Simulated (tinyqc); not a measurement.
Worked calculation (part 1 of 3): UHF in the sto-3g basis, for H2O, spin multiplicity 1. Computed by tinyqc, a small Python program that keeps every step (integrals from PySCF). Settings: charge = 0, multiplicity = 1, basis = sto-3g, energy threshold = 1e-10, iteration cap = 80, orthogonalisation = symmetric, start = Wolfsberg-Helmholz matrix, DIIS depth = 8, damping = 0.2, method = UHF, break = 0.2. Command: `OMP_NUM_THREADS=1 python tinyqc.py 24935 24936 out.jsonl` (the two numbers bound the seeds that draw the settings). One thread of a shared host (Intel(R) Xeon(R) Processor @ 2.60GHz), about 0.2 s of CPU time with the checks. Later iterations appear only in the table of the cycle.

## One-electron integrals

Geometry (angstrom):

| atom | x | y | z |
|---|---|---|---|
| O | 0.000000 | 0.000000 | 0.000000 |
| H | 0.000000 | 0.839000 | 0.766000 |
| H | 0.000000 | -0.839000 | 0.766000 |

Basis sto-3g: exponents (1/bohr^2) and contraction coefficients of normalised primitives:

| element | l (shell) | exponent | coefficient |
|---|---|---|---|
| O | s (1) | 130.709320 | 0.154329 |
| O | s (1) | 23.808861 | 0.535328 |
| O | s (1) | 6.443608 | 0.444635 |
| O | s (2) | 5.033151 | -0.099967 |
| O | s (2) | 1.169596 | 0.399513 |
| O | s (2) | 0.380389 | 0.700115 |
| O | p (3) | 5.033151 | 0.155916 |
| O | p (3) | 1.169596 | 0.607684 |
| O | p (3) | 0.380389 | 0.391957 |
| H | s (1) | 3.425251 | 0.154329 |
| H | s (1) | 0.623914 | 0.535328 |
| H | s (1) | 0.168855 | 0.444635 |

Overlap, kinetic and nuclear-attraction integrals over the contracted functions; the nuclear repulsion is the sum of Za Zb / Rab.

nuclear repulsion = 7.76803940 hartree

overlap S:
```
           1O 1s     1O 2s    1O 2px     1O 2py    1O 2pz     2H 1s      3H 1s
1O 1s   1.000000  0.236704  0.000000   0.000000  0.000000  0.035251   0.035251
1O 2s   0.236704  1.000000  0.000000   0.000000  0.000000  0.365465   0.365465
1O 2px  0.000000  0.000000  1.000000   0.000000  0.000000  0.000000   0.000000
1O 2py  0.000000  0.000000  0.000000   1.000000  0.000000  0.241346  -0.241346
1O 2pz  0.000000  0.000000  0.000000   0.000000  1.000000  0.220347   0.220347
2H 1s   0.035251  0.365465  0.000000   0.241346  0.220347  1.000000   0.197745
3H 1s   0.035251  0.365465  0.000000  -0.241346  0.220347  0.197745   1.000000
```

kinetic energy T (hartree):
```
            1O 1s      1O 2s    1O 2px     1O 2py    1O 2pz      2H 1s      3H 1s
1O 1s   29.003200  -0.168011  0.000000   0.000000  0.000000  -0.008823  -0.008823
1O 2s   -0.168011   0.808128  0.000000   0.000000  0.000000   0.058919   0.058919
1O 2px   0.000000   0.000000  2.528731   0.000000  0.000000   0.000000   0.000000
1O 2py   0.000000   0.000000  0.000000   2.528731  0.000000   0.122592  -0.122592
1O 2pz   0.000000   0.000000  0.000000   0.000000  2.528731   0.111925   0.111925
2H 1s   -0.008823   0.058919  0.000000   0.122592  0.111925   0.760032  -0.001677
3H 1s   -0.008823   0.058919  0.000000  -0.122592  0.111925  -0.001677   0.760032
```

nuclear attraction V (hartree):
```
             1O 1s      1O 2s     1O 2px     1O 2py     1O 2pz      2H 1s      3H 1s
1O 1s   -61.550040  -7.403589   0.000000   0.000000  -0.014860  -1.128584  -1.128584
1O 2s    -7.403589  -9.979743   0.000000   0.000000  -0.182722  -2.786950  -2.786950
1O 2px    0.000000   0.000000  -9.851299   0.000000   0.000000   0.000000   0.000000
1O 2py    0.000000   0.000000   0.000000  -9.941711   0.000000  -1.613264   1.613264
1O 2pz   -0.014860  -0.182722   0.000000   0.000000  -9.926662  -1.524749  -1.524749
2H 1s    -1.128584  -2.786950   0.000000  -1.613264  -1.524749  -5.200754  -1.118010
3H 1s    -1.128584  -2.786950   0.000000   1.613264  -1.524749  -1.118010  -5.200754
```

core Hamiltonian H = T + V (hartree):
```
             1O 1s      1O 2s     1O 2px     1O 2py     1O 2pz      2H 1s      3H 1s
1O 1s   -32.546840  -7.571600   0.000000   0.000000  -0.014860  -1.137407  -1.137407
1O 2s    -7.571600  -9.171615   0.000000   0.000000  -0.182722  -2.728031  -2.728031
1O 2px    0.000000   0.000000  -7.322568   0.000000   0.000000   0.000000   0.000000
1O 2py    0.000000   0.000000   0.000000  -7.412979   0.000000  -1.490672   1.490672
1O 2pz   -0.014860  -0.182722   0.000000   0.000000  -7.397931  -1.412824  -1.412824
2H 1s    -1.137407  -2.728031   0.000000  -1.490672  -1.412824  -4.440722  -1.119687
3H 1s    -1.137407  -2.728031   0.000000   1.490672  -1.412824  -1.119687  -4.440722
```

## Two-electron integrals

Functions are numbered as in S; the eight-fold symmetry (ij|kl) = (ji|kl) = (kl|ij) leaves the list below.

Two-electron integrals (ij|kl) in chemists' order, unique and non-zero (hartree):
```
(11|11) 4.785065    (21|11) 0.741380    (21|21) 0.136873    (22|11) 1.118947
(22|21) 0.256633    (22|22) 0.817206    (31|31) 0.024477    (32|31) 0.037809
(32|32) 0.180518    (33|11) 1.115814    (33|21) 0.256684    (33|22) 0.817023
(33|33) 0.880159    (41|41) 0.024477    (42|41) 0.037809    (42|42) 0.180518
(43|43) 0.047444    (44|11) 1.115814    (44|21) 0.256684    (44|22) 0.817023
(44|33) 0.785270    (44|44) 0.880159    (51|51) 0.024477    (52|51) 0.037809
(52|52) 0.180518    (53|53) 0.047444    (54|54) 0.047444    (55|11) 1.115814
(55|21) 0.256684    (55|22) 0.817023    (55|33) 0.785270    (55|44) 0.785270
(55|55) 0.880159    (61|11) 0.111710    (61|21) 0.020467    (61|22) 0.038190
(61|33) 0.038116    (61|41) 0.000690    (61|42) 0.001301    (61|44) 0.038241
(61|51) 0.000630    (61|52) 0.001188    (61|54) 0.000115    (61|55) 0.038220
(61|61) 0.003100    (62|11) 0.293320    (62|21) 0.068212    (62|22) 0.243144
(62|33) 0.238854    (62|41) 0.003786    (62|42) 0.029885    (62|44) 0.245743
(62|51) 0.003456    (62|52) 0.027284    (62|54) 0.006289    (62|55) 0.244596
(62|61) 0.010418    (62|62) 0.092350    (63|31) 0.006870    (63|32) 0.040957
(63|43) 0.006080    (63|53) 0.005551    (63|63) 0.012633    (64|11) 0.162781
(64|21) 0.038320    (64|22) 0.145832    (64|33) 0.139339    (64|41) 0.008722
(64|42) 0.057768    (64|44) 0.155398    (64|51) 0.001691    (64|52) 0.015349
(64|54) 0.009112    (64|55) 0.142590    (64|61) 0.006090    (64|62) 0.067330
(64|64) 0.061161    (65|11) 0.148618    (65|21) 0.034986    (65|22) 0.133143
(65|33) 0.127215    (65|41) 0.001691    (65|42) 0.015349    (65|44) 0.130776
(65|51) 0.008414    (65|52) 0.054970    (65|54) 0.009331    (65|55) 0.141285
(65|61) 0.005560    (65|62) 0.061472    (65|64) 0.044306    (65|65) 0.053083
(66|11) 0.457106    (66|21) 0.108005    (66|22) 0.443281    (66|33) 0.426072
(66|41) 0.007239    (66|42) 0.080332    (66|44) 0.453931    (66|51) 0.006609
(66|52) 0.073343    (66|54) 0.025435    (66|55) 0.449294    (66|61) 0.016607
(66|62) 0.219503    (66|64) 0.182636    (66|65) 0.166745    (66|66) 0.774606
(71|11) 0.111710    (71|21) 0.020467    (71|22) 0.038190    (71|33) 0.038116
(71|41) -0.000690   (71|42) -0.001301   (71|44) 0.038241    (71|51) 0.000630
(71|52) 0.001188    (71|54) -0.000115   (71|55) 0.038220    (71|61) 0.003058
(71|62) 0.010127    (71|64) 0.005446    (71|65) 0.005410    (71|66) 0.016027
(71|71) 0.003100    (72|11) 0.293320    (72|21) 0.068212    (72|22) 0.243144
(72|33) 0.238854    (72|41) -0.003786   (72|42) -0.029885   (72|44) 0.245743
(72|51) 0.003456    (72|52) 0.027284    (72|54) -0.006289   (72|55) 0.244596
(72|61) 0.010127    (72|62) 0.074885    (72|64) 0.037792    (72|65) 0.048525
(72|66) 0.145343    (72|71) 0.010418    (72|72) 0.092350    (73|31) 0.006870
(73|32) 0.040957    (73|43) -0.006080   (73|53) 0.005551    (73|63) 0.009915
(73|73) 0.012633    (74|11) -0.162781   (74|21) -0.038320   (74|22) -0.145832
(74|33) -0.139339   (74|41) 0.008722    (74|42) 0.057768    (74|44) -0.155398
(74|51) -0.001691   (74|52) -0.015349   (74|54) 0.009112    (74|55) -0.142590
(74|61) -0.005446   (74|62) -0.037792   (74|64) -0.009583   (74|65) -0.024000
(74|66) -0.066392   (74|71) -0.006090   (74|72) -0.067330   (74|74) 0.061161
(75|11) 0.148618    (75|21) 0.034986    (75|22) 0.133143    (75|33) 0.127215
(75|41) -0.001691   (75|42) -0.015349   (75|44) 0.130776    (75|51) 0.008414
(75|52) 0.054970    (75|54) -0.009331   (75|55) 0.141285    (75|61) 0.005410
(75|62) 0.048525    (75|64) 0.024000    (75|65) 0.040900    (75|66) 0.102887
(75|71) 0.005560    (75|72) 0.061472    (75|74) -0.044306   (75|75) 0.053083
(76|11) 0.109328    (76|21) 0.025699    (76|22) 0.100687    (76|33) 0.098081
(76|44) 0.099785    (76|51) 0.001946    (76|52) 0.018874    (76|55) 0.104084
(76|61) 0.003894    (76|62) 0.039183    (76|64) 0.024791    (76|65) 0.029329
(76|66) 0.100898    (76|71) 0.003894    (76|72) 0.039183    (76|74) -0.024791
(76|75) 0.029329    (76|76) 0.021375    (77|11) 0.457106    (77|21) 0.108005
(77|22) 0.443281    (77|33) 0.426072    (77|41) -0.007239   (77|42) -0.080332
(77|44) 0.453931    (77|51) 0.006609    (77|52) 0.073343    (77|54) -0.025435
(77|55) 0.449294    (77|61) 0.016027    (77|62) 0.145343    (77|64) 0.066392
(77|65) 0.102887    (77|66) 0.311966    (77|71) 0.016607    (77|72) 0.219503
(77|74) -0.182636   (77|75) 0.166745    (77|76) 0.100898    (77|77) 0.774606
```

## Orthogonalisation

S = U s U^T; symmetric (Loewdin) form X = U s^(-1/2) U^T, so that X^T S X = 1.

eigenvalues of S: 0.456990  0.545781  0.879572  1.000000  1.110889  1.256474  1.750294

X:
```
            1O 1s      1O 2s    1O 2px     1O 2py     1O 2pz      2H 1s      3H 1s
1O 1s    1.023469  -0.135248  0.000000   0.000000  -0.007365   0.017919   0.017919
1O 2s   -0.135248   1.139595  0.000000   0.000000   0.069304  -0.204104  -0.204104
1O 2px   0.000000   0.000000  1.000000   0.000000   0.000000   0.000000   0.000000
1O 2py   0.000000   0.000000  0.000000   1.058659   0.000000  -0.156715   0.156715
1O 2pz  -0.007365   0.069304  0.000000   0.000000   1.040818  -0.120674  -0.120674
2H 1s    0.017919  -0.204104  0.000000  -0.156715  -0.120674   1.116677  -0.070385
3H 1s    0.017919  -0.204104  0.000000   0.156715  -0.120674  -0.070385   1.116677
```

## Starting guess

The start is the generalised Wolfsberg-Helmholz matrix (K = 1.75) built on H, with HOMO and LUMO mixed by +/-0.2 rad for the two spins; D(s) = C_occ C_occ^T for each spin.

D(alpha) at the start:
```
            1O 1s      1O 2s     1O 2px     1O 2py     1O 2pz      2H 1s      3H 1s
1O 1s    1.035753  -0.150371   0.000000   0.000000   0.049937  -0.063639  -0.063639
1O 2s   -0.150371   0.672711   0.000000   0.000000  -0.183553   0.173973   0.173973
1O 2px   0.000000   0.000000   0.960530  -0.119191   0.000000   0.162584  -0.162584
1O 2py   0.000000   0.000000  -0.119191   0.809941   0.000000   0.139037  -0.139037
1O 2pz   0.049937  -0.183553   0.000000   0.000000   0.914978   0.065456   0.065456
2H 1s   -0.063639   0.173973   0.162584   0.139037   0.065456   0.119805   0.001008
3H 1s   -0.063639   0.173973  -0.162584  -0.139037   0.065456   0.001008   0.119805
```

D(beta) at the start:
```
            1O 1s      1O 2s     1O 2px     1O 2py     1O 2pz      2H 1s      3H 1s
1O 1s    1.035753  -0.150371   0.000000   0.000000   0.049937  -0.063639  -0.063639
1O 2s   -0.150371   0.672711   0.000000   0.000000  -0.183553   0.173973   0.173973
1O 2px   0.000000   0.000000   0.960530   0.119191   0.000000  -0.162584   0.162584
1O 2py   0.000000   0.000000   0.119191   0.809941   0.000000   0.139037  -0.139037
1O 2pz   0.049937  -0.183553   0.000000   0.000000   0.914978   0.065456   0.065456
2H 1s   -0.063639   0.173973  -0.162584   0.139037   0.065456   0.119805   0.001008
3H 1s   -0.063639   0.173973   0.162584  -0.139037   0.065456   0.001008   0.119805
```

## Iteration 1: building the Fock matrix

J_ij = sum D_kl (ij|kl) with D = D(alpha) + D(beta), K_ij = sum D_kl (ik|jl) for each spin; F = H + J - K(s); E = tr D H + tr D J / 2 - 0.5 sum_s tr D(s) K(s) + E_nn.

Coulomb J (hartree):
```
            1O 1s      1O 2s    1O 2px     1O 2py     1O 2pz     2H 1s      3H 1s
1O 1s   17.794483   3.374672  0.000000   0.000000  -0.008919  0.504694   0.504694
1O 2s    3.374672   8.414899  0.000000   0.000000  -0.006538  2.464893   2.464893
1O 2px   0.000000   0.000000  8.395364   0.000000   0.000000  0.000000   0.000000
1O 2py   0.000000   0.000000  0.000000   8.409393   0.000000  1.466980  -1.466980
1O 2pz  -0.008919  -0.006538  0.000000   0.000000   8.416793  1.343121   1.343121
2H 1s    0.504694   2.464893  0.000000   1.466980   1.343121  4.517253   1.017465
3H 1s    0.504694   2.464893  0.000000  -1.466980   1.343121  1.017465   4.517253
```

exchange K(alpha) (hartree):
```
           1O 1s      1O 2s     1O 2px     1O 2py     1O 2pz     2H 1s      3H 1s
1O 1s   4.878094   0.854844   0.000000   0.000000   0.004429  0.131410   0.131410
1O 2s   0.854844   1.296984   0.000000   0.000000  -0.057408  0.451154   0.451154
1O 2px  0.000000   0.000000   1.097310  -0.051967   0.000000  0.036435  -0.036435
1O 2py  0.000000   0.000000  -0.051967   1.078703   0.000000  0.255963  -0.255963
1O 2pz  0.004429  -0.057408   0.000000   0.000000   1.115837  0.213929   0.213929
2H 1s   0.131410   0.451154   0.036435   0.255963   0.213929  0.402958   0.164331
3H 1s   0.131410   0.451154  -0.036435  -0.255963   0.213929  0.164331   0.402958
```

exchange K(beta) (hartree):
```
           1O 1s      1O 2s     1O 2px     1O 2py     1O 2pz      2H 1s      3H 1s
1O 1s   4.878094   0.854844   0.000000   0.000000   0.004429   0.131410   0.131410
1O 2s   0.854844   1.296984   0.000000   0.000000  -0.057408   0.451154   0.451154
1O 2px  0.000000   0.000000   1.097310   0.051967   0.000000  -0.036435   0.036435
1O 2py  0.000000   0.000000   0.051967   1.078703   0.000000   0.255963  -0.255963
1O 2pz  0.004429  -0.057408   0.000000   0.000000   1.115837   0.213929   0.213929
2H 1s   0.131410   0.451154  -0.036435   0.255963   0.213929   0.402958   0.164331
3H 1s   0.131410   0.451154   0.036435  -0.255963   0.213929   0.164331   0.402958
```

F(alpha) (hartree):
```
             1O 1s      1O 2s     1O 2px     1O 2py     1O 2pz      2H 1s      3H 1s
1O 1s   -19.630451  -5.051772   0.000000   0.000000  -0.028208  -0.764123  -0.764123
1O 2s    -5.051772  -2.053700   0.000000   0.000000  -0.131851  -0.714291  -0.714291
1O 2px    0.000000   0.000000  -0.024514   0.051967   0.000000  -0.036435   0.036435
1O 2py    0.000000   0.000000   0.051967  -0.082289   0.000000  -0.279655   0.279655
1O 2pz   -0.028208  -0.131851   0.000000   0.000000  -0.096975  -0.283631  -0.283631
2H 1s    -0.764123  -0.714291  -0.036435  -0.279655  -0.283631  -0.326427  -0.266552
3H 1s    -0.764123  -0.714291   0.036435   0.279655  -0.283631  -0.266552  -0.326427
```

F(beta) (hartree):
```
             1O 1s      1O 2s     1O 2px     1O 2py     1O 2pz      2H 1s      3H 1s
1O 1s   -19.630451  -5.051772   0.000000   0.000000  -0.028208  -0.764123  -0.764123
1O 2s    -5.051772  -2.053700   0.000000   0.000000  -0.131851  -0.714291  -0.714291
1O 2px    0.000000   0.000000  -0.024514  -0.051967   0.000000   0.036435  -0.036435
1O 2py    0.000000   0.000000  -0.051967  -0.082289   0.000000  -0.279655   0.279655
1O 2pz   -0.028208  -0.131851   0.000000   0.000000  -0.096975  -0.283631  -0.283631
2H 1s    -0.764123  -0.714291   0.036435  -0.279655  -0.283631  -0.326427  -0.266552
3H 1s    -0.764123  -0.714291  -0.036435   0.279655  -0.283631  -0.266552  -0.326427
```

total energy of this density = -74.42535940 hartree

This density is the starting one.

## Iteration 1: diagonalisation and new density

Diagonalise F' = X^T F X, C = X C', fill 5 alpha and 5 beta electrons from the bottom; D(s) = C_occ C_occ^T; the new density keeps 0.2 of the old one (damping). Each column has its largest component positive (the first on a tie).

F' = X^T F X (alpha) (hartree):
```
            1          2          3          4          5          6          7
1  -19.250877  -2.693188   0.000000   0.000000  -0.051477  -0.068278  -0.068278
2   -2.693188  -0.942862   0.000000   0.000000   0.033432  -0.402426  -0.402426
3    0.000000   0.000000  -0.024514   0.066435   0.000000  -0.051395   0.051395
4    0.000000   0.000000   0.066435   0.090421   0.000000  -0.340387   0.340387
5   -0.051477   0.033432   0.000000   0.000000   0.016990  -0.261539  -0.261539
6   -0.068278  -0.402426  -0.051395  -0.340387  -0.261539   0.020626  -0.099061
7   -0.068278  -0.402426   0.051395   0.340387  -0.261539  -0.099061   0.020626
```

orbital energies (alpha) (hartree): MO1 -19.640558, MO2 -0.947625, MO3 -0.376573, MO4 -0.180518, MO5 -0.039950, MO6 0.513517, MO7 0.602117

coefficients C (alpha):
```
              MO1        MO2        MO3        MO4        MO5        MO6        MO7
1O 1s    0.993824  -0.214283   0.000000   0.128968   0.000000  -0.127435   0.000000
1O 2s    0.026462   0.754427   0.000000  -0.588976   0.000000   0.698809   0.000000
1O 2px   0.000000   0.000000   0.008547   0.000000   0.987850   0.000000   0.155174
1O 2py   0.000000   0.000000   0.604751   0.000000  -0.144261   0.000000   0.885067
1O 2pz   0.003681   0.152822   0.000000   0.735868   0.000000   0.743246   0.000000
2H 1s   -0.004997   0.244374   0.472564   0.277820   0.106371  -0.683358  -0.703198
3H 1s   -0.004997   0.244374  -0.472564   0.277820  -0.106371  -0.683358   0.703198
```

F' = X^T F X (beta) (hartree):
```
            1          2          3          4          5          6          7
1  -19.250877  -2.693188   0.000000   0.000000  -0.051477  -0.068278  -0.068278
2   -2.693188  -0.942862   0.000000   0.000000   0.033432  -0.402426  -0.402426
3    0.000000   0.000000  -0.024514  -0.066435   0.000000   0.051395  -0.051395
4    0.000000   0.000000  -0.066435   0.090421   0.000000  -0.340387   0.340387
5   -0.051477   0.033432   0.000000   0.000000   0.016990  -0.261539  -0.261539
6   -0.068278  -0.402426   0.051395  -0.340387  -0.261539   0.020626  -0.099061
7   -0.068278  -0.402426  -0.051395   0.340387  -0.261539  -0.099061   0.020626
```

orbital energies (beta) (hartree): MO1 -19.640558, MO2 -0.947625, MO3 -0.376573, MO4 -0.180518, MO5 -0.039950, MO6 0.513517, MO7 0.602117

coefficients C (beta):
```
              MO1        MO2        MO3        MO4        MO5        MO6        MO7
1O 1s    0.993824  -0.214283   0.000000   0.128968   0.000000  -0.127435   0.000000
1O 2s    0.026462   0.754427   0.000000  -0.588976   0.000000   0.698809   0.000000
1O 2px   0.000000   0.000000  -0.008547   0.000000   0.987850   0.000000  -0.155174
1O 2py   0.000000   0.000000   0.604751   0.000000   0.144261   0.000000   0.885067
1O 2pz   0.003681   0.152822   0.000000   0.735868   0.000000   0.743246   0.000000
2H 1s   -0.004997   0.244374   0.472564   0.277820  -0.106371  -0.683358  -0.703198
3H 1s   -0.004997   0.244374  -0.472564   0.277820   0.106371  -0.683358   0.703198
```

D(alpha) after iteration 1:
```
            1O 1s      1O 2s     1O 2px     1O 2py     1O 2pz      2H 1s      3H 1s
1O 1s    1.047340  -0.199132   0.000000   0.000000   0.062639  -0.029930  -0.029930
1O 2s   -0.199132   0.867945   0.000000   0.000000  -0.291125   0.051275   0.051275
1O 2px   0.000000   0.000000   0.972843  -0.133710   0.000000   0.119811  -0.119811
1O 2py   0.000000   0.000000  -0.133710   0.471216   0.000000   0.244158  -0.244158
1O 2pz   0.062639  -0.291125   0.000000   0.000000   0.634892   0.206504   0.206504
2H 1s   -0.029930   0.051275   0.119811   0.244158   0.206504   0.321208  -0.077962
3H 1s   -0.029930   0.051275  -0.119811  -0.244158   0.206504  -0.077962   0.321208
```

D(beta) after iteration 1:
```
            1O 1s      1O 2s     1O 2px     1O 2py     1O 2pz      2H 1s      3H 1s
1O 1s    1.047340  -0.199132   0.000000   0.000000   0.062639  -0.029930  -0.029930
1O 2s   -0.199132   0.867945   0.000000   0.000000  -0.291125   0.051275   0.051275
1O 2px   0.000000   0.000000   0.972843   0.133710   0.000000  -0.119811   0.119811
1O 2py   0.000000   0.000000   0.133710   0.471216   0.000000   0.244158  -0.244158
1O 2pz   0.062639  -0.291125   0.000000   0.000000   0.634892   0.206504   0.206504
2H 1s   -0.029930   0.051275  -0.119811   0.244158   0.206504   0.321208  -0.077962
3H 1s   -0.029930   0.051275   0.119811  -0.244158   0.206504  -0.077962   0.321208
```
